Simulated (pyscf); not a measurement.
**Addition across a multiple bond or ene-type step: `[CH]#[C][CH3]` + `[FH]` → `[CH3][CH]=[CH][F]`**

Gas phase, singlet surface, charge 0. Bonds broken: F8–H9. Bonds formed: C2–H9, C3–F8. Optimised with ωB97X-D3(BJ)/def2-SVP in PySCF. MP2 and CC: frozen core, UHF for open shells. ΔMP2 is the change of the MP2 total energy from the triple- to the quadruple-zeta basis.

Transition state (Å):

```xyz
9

C      0.4473    -0.1437    -0.6805
C     -0.3452     0.2580     0.5077
C     -1.3982     0.1455     1.1905
H     -0.0735    -0.8899    -1.2989
H      0.6665     0.7389    -1.3005
H      1.4147    -0.5611    -0.3621
H     -2.3675    -0.1210     1.5933
F     -0.9649     1.3432     2.5049
H     -0.2025     1.1130     1.5787
```

One imaginary mode, 1849i cm⁻¹; descent along it reached the two sides named, in the forms told below.

```json
[
 {"bond": "F8–H9", "change": "breaks", "reactant side (Å)": "0.932", "saddle": "1.222", "product side": "2.558"},
 {"bond": "C2–H9", "change": "forms", "reactant side (Å)": "2.094", "saddle": "1.378", "product side": "1.096"},
 {"bond": "C3–F8", "change": "forms", "reactant side (Å)": "3.2", "saddle": "1.830", "product side": "1.340"}
]
```

Electronic energies relative to the separated reactants (kJ/mol):

```csv
level,barrier,reaction energy,reverse barrier
ωB97X-D3(BJ)/def2-TZVP,199.5,-126.2,325.8
PBE/def2-TZVP,161.4,-126.2,287.6
r²SCAN/def2-TZVP,177.8,-128.8,306.6
B3LYP-D3(BJ)/def2-TZVP,194.9,-117.5,312.3
PBE0-D3(BJ)/def2-TZVP,186.0,-132.6,318.6
M06-2X/def2-TZVP,214.7,-111.5,326.2
ωB97M-D3(BJ)/def2-TZVP,199.5,-114.8,314.4
HF/def2-TZVP,283.7,-102.3,386.0
MP2/def2-QZVPP,231.4,-81.7,313.1
CCSD/def2-TZVPP,239.9,-98.4,338.3
CCSD(T)/def2-TZVPP,225.2,-98.3,323.5
CCSD(T)/def2-TZVPP + ΔMP2(QZVPP),223.9,-95.9,319.8
```

With CCSD(T)/def2-TZVPP + ΔMP2(QZVPP) energies and thermal terms (ideal gas, 1 atm, RRHO with modes under 100 cm⁻¹ raised to 100, one conformer, R ln 2 for rigid chiral ones), in kJ/mol:

```
T (K)    ΔH‡    ΔG‡     ΔH     ΔG
-----  -----  -----  -----  -----
298    215.9  252.3  -83.3  -43.3
600    214.7  289.8  -85.9   -1.5
900    215.8  327.2  -85.2  +40.6
1200   217.9  364.0  -82.7  +82.2
```

On the reactant side the descent ends in a complex, 26.2 kJ/mol under the separated species and 225.8 kJ/mol under the saddle at ωB97X-D3(BJ)/def2-TZVP. This is the saddle that the search found; another between the same sides may lie lower. The CCSD(T) − MP2 part came from Ansatz, without density fitting, on the same reference.
